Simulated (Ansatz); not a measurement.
**One shape, several levels: doublet C2H4Si+**

We compute a comparison of 6 runs (UHF/6-311+G**, U-revPBE/6-311+G**, UBHLYP/6-311+G**, UPBE-QIDH/6-311+G**, RPA@PBE0/6-311+G**, UMP2/6-311+G**) of doublet C2H4Si+. 

The calculation is run with Ansatz 0.2.0.

49 further runs of the same task are left out: 7 that didn't finish, 42 set aside as unsound or not needed.

## 1. The structure to begin with

C2H4Si+ has 7 atoms, charge +1, and is taken as a doublet. As SMILES of the parent species, `C#C[SiH3]`. The coordinates come from a PBE0-D4/def2-TZVP relaxation. That shape belongs to the parent species and isn't relaxed for this state.

Bond lengths: C1–C2 1.206 Å, C2–Si3 1.823 Å, C1–H4 1.066 Å, Si3–H5 1.483 Å, Si3–H6 1.483 Å, Si3–H7 1.483 Å. Angles: C1–C2–Si3 180.0°, C2–C1–H4 180.0°, C2–Si3–H5 109.3°, C2–Si3–H6 109.3°, C2–Si3–H7 109.3°, H5–Si3–H6 109.6°, H5–Si3–H7 109.6°, H6–Si3–H7 109.6°.

## 2. A single-point energy at UHF/6-311+G(d,p) (run 1)

Input file run.yaml:

```yaml
crystal:
  periodic: [false, false, false]
  atoms:
    - {symbol: C, position_ang: [-0.580700, -1.871400, 0.172200]}
    - {symbol: C, position_ang: [-0.218500, -0.726500, 0.062400]}
    - {symbol: Si, position_ang: [0.329800, 1.004300, -0.103800]}
    - {symbol: H, position_ang: [-0.901000, -2.883500, 0.269300]}
    - {symbol: H, position_ang: [-0.094500, 1.528300, -1.425000]}
    - {symbol: H, position_ang: [-0.281700, 1.818100, 0.974900]}
    - {symbol: H, position_ang: [1.807900, 1.062900, 0.004400]}
basis:
  gaussian: {orbitals: 6-311+G_st__st_-spherical.json}
total_charge: 1
magnetization: {spin_polarized: true, initial_magnetization: 1}
hamiltonian: {xc: hf}
accuracy: high
output: {orbitals: {seedname: orbitals}}
```

The basis set 6-311+G** is read from a file made from the Basis Set Exchange's data (not shown).

Started as:

```sh
$ ansatz run run.yaml --threads 1 --pin off --max-ram 3480MiB --events-out events.jsonl --progress --plain --runs-dir runs
```

Output:

```text
Warning: RAYON_NUM_THREADS=1 ignored (pool sized by the plan → 1); use --threads N
Functional definition: HF
  name "HF"
  exchange = exact_x
  correlation = 0
1694 factors; integrals over basis functions are off by at most 4.2e-9 eV
mean field evaluation 1: about -9968.9561 eV, gradient 2.9e1 eV
mean field evaluation 2: about -9968.9808 eV, gradient 2.9e1 eV
mean field evaluation 4: about -9975.2184 eV, gradient 4.1e0 eV
mean field evaluation 8: about -9975.9935 eV, gradient 4.7e-1 eV
mean field evaluation 16: about -9976.0020 eV, gradient 1.7e-2 eV
mean field evaluation 32: about -9976.0020 eV, gradient 5.0e-5 eV
mean field evaluation 64: about -9976.0021 eV, gradient 9.2e-4 eV
mean field evaluation 96: about -9976.0041 eV, gradient 8.8e-2 eV
mean field evaluation 128: about -9976.0020 eV, gradient 7.7e-4 eV
mean field evaluation 160: about -9975.5406 eV, gradient 2.7e0 eV
mean field evaluation 192: about -9971.7143 eV, gradient 1.2e1 eV
mean field evaluation 224: about -9976.0021 eV, gradient 3.5e-5 eV
mean field evaluation 256: about -9976.0020 eV, gradient 3.8e-5 eV
mean field evaluation 288: about -9972.3104 eV, gradient 8.6e0 eV
mean field evaluation 320: about -9976.0021 eV, gradient 1.8e-5 eV
mean field -9976.00205652 eV, -366.6113136001 hartree, gradient 1.4e-8 eV, S^2 0.755452; 6 other end points of the search recorded, 0 dependent functions left out
reference -9976.00205652 eV, -366.6113136001 hartree; 15, 14 occupied and 83, 84 virtual orbitals, 1694 factors
Total energy: -9976.00205652 eV, -366.6113136001 hartree
```

Run time: 62 s. Hardware: 1 thread of Arm Neoverse V1, shared host; peak memory 0.29 GiB.

## 3. A single-point energy at U-revPBE/6-311+G(d,p) (run 2)

Input file molecule.yaml:

```yaml
crystal:
  periodic: [false, false, false]
  atoms:
    - {symbol: C, position_ang: [-0.580700, -1.871400, 0.172200]}
    - {symbol: C, position_ang: [-0.218500, -0.726500, 0.062400]}
    - {symbol: Si, position_ang: [0.329800, 1.004300, -0.103800]}
    - {symbol: H, position_ang: [-0.901000, -2.883500, 0.269300]}
    - {symbol: H, position_ang: [-0.094500, 1.528300, -1.425000]}
    - {symbol: H, position_ang: [-0.281700, 1.818100, 0.974900]}
    - {symbol: H, position_ang: [1.807900, 1.062900, 0.004400]}
basis:
  gaussian:
    orbitals: 6-311+G_st__st_-spherical.json
hamiltonian:
  xc: {name: revPBE}
total_charge: 1
accuracy: high
magnetization:
  spin_polarized: true
  initial_magnetization: 1
output: {orbitals: {seedname: orbitals}}
```

The basis set 6-311+G** is read from a file made from the Basis Set Exchange's data (not shown).

Started as:

```sh
$ ansatz run molecule.yaml --threads 1 --pin off --max-ram 3480MiB --events-out events.jsonl --progress --plain --runs-dir runs
```

Output, cut to the lines that bear on the results:

```text
Warning: RAYON_NUM_THREADS=1 ignored (pool sized by the plan → 1); use --threads N
Functional definition: revPBE
  name "revPBE"
[...]
1694 factors; integrals over basis functions are off by at most 4.2e-9 eV
[...]
mean field -10002.87893948 eV, -367.5990208312 hartree, gradient 1.8e-8 eV, S^2 0.753040; 10 other end points of the search recorded, 0 dependent functions left out
reference -10002.87894910 eV, -367.5990211845 hartree; 15, 14 occupied and 83, 84 virtual orbitals, 1694 factors
Total energy: -10002.87894910 eV, -367.5990211845 hartree
```

Run time: 2.1 min. Hardware: 1 thread of Arm Neoverse V1, shared host; peak memory 0.3 GiB.

Runs 3 to 5 aren't shown in full; the table further down has their settings and results.

## 4. A single-point energy at UMP2/6-311+G(d,p) (run 6)

Input file job.yaml:

```yaml
crystal:
  periodic: [false, false, false]
  atoms:
    - {symbol: C, position_ang: [-0.580700, -1.871400, 0.172200]}
    - {symbol: C, position_ang: [-0.218500, -0.726500, 0.062400]}
    - {symbol: Si, position_ang: [0.329800, 1.004300, -0.103800]}
    - {symbol: H, position_ang: [-0.901000, -2.883500, 0.269300]}
    - {symbol: H, position_ang: [-0.094500, 1.528300, -1.425000]}
    - {symbol: H, position_ang: [-0.281700, 1.818100, 0.974900]}
    - {symbol: H, position_ang: [1.807900, 1.062900, 0.004400]}
basis:
  gaussian: {orbitals: 6-311+G_st__st_-spherical.json}
total_charge: 1
magnetization: {spin_polarized: true, initial_magnetization: 1}
correlation: {method: mp2, frozen_orbitals: {C: 1, H: 0, Si: 5}}
accuracy: high
```

The basis set 6-311+G** is read from a file made from the Basis Set Exchange's data (not shown).

Started as:

```sh
$ ansatz run job.yaml --threads 1 --pin off --max-ram 3480MiB --events-out events.jsonl --progress --plain --runs-dir runs
```

Output, cut to the lines that bear on the results:

```text
Warning: RAYON_NUM_THREADS=1 ignored (pool sized by the plan → 1); use --threads N
[... 2 set-up lines as earlier in the session ...]
[...]
1694 factors; integrals over basis functions are off by at most 4.2e-9 eV
[...]
mean field -9976.00205652 eV, -366.6113136001 hartree, gradient 4.3e-11 eV, S^2 0.755452; 9 other end points of the search recorded, 0 dependent functions left out
7 core orbitals not correlated: weight in the atoms' cores, before any rotation towards them, 1.000 or more for the frozen orbitals, at most 0.000 for the correlated occupied ones
reference -9976.00205652 eV, -366.6113136001 hartree; 8, 7 occupied and 83, 84 virtual orbitals, 1694 factors
second order -8.53188502 eV of doubles, -0.00000000 eV of singles
Total energy: -9984.53394154 eV, -366.9248545916 hartree
```

Wall time 72 s (1 thread of Arm Neoverse V1, shared host); peak memory 0.29 GiB.

## 5. Overview of the runs

| run | level | frozen core orbitals | energy (Eh) | HOMO energy (eV) | LUMO energy (eV) | ⟨S²⟩ | wall time |
| --- | --- | --- | --- | --- | --- | --- | --- |
| 1 | UHF/6-311+G** | – | -366.611314 | -17.94 | -8.14 | 0.755 | 62 s |
| 2 | U-revPBE/6-311+G** | – | -367.599021 | -13.73 | -13.60 | 0.753 | 2.1 min |
| 3 | UBHLYP/6-311+G** | – | -367.627324 | -16.12 | -11.78 | 0.755 | 1.7 min |
| 4 | UPBE-QIDH/6-311+G** | 7 | -367.316399 | -16.90 | -10.46 | 0.754 | 5.4 min |
| 5 | RPA@PBE0/6-311+G** | 7 | -367.121279 | – | – | 0.756 | 3 min |
| 6 | UMP2/6-311+G** | 7 | -366.924855 | – | – | 0.755 | 72 s |

## 6. Outcome

| quantity | value |
| --- | --- |
| run 6: total energy | -366.92485 Eh |
| run 6: correlation energy (7 core orbitals frozen) | -313.5 mEh |
| run 6: ⟨S²⟩ of the reference determinant | 0.755 |

**Reading.** Totals of different functionals can't be ranked against each other. All runs together took 14 min, the longest 5.4 min.
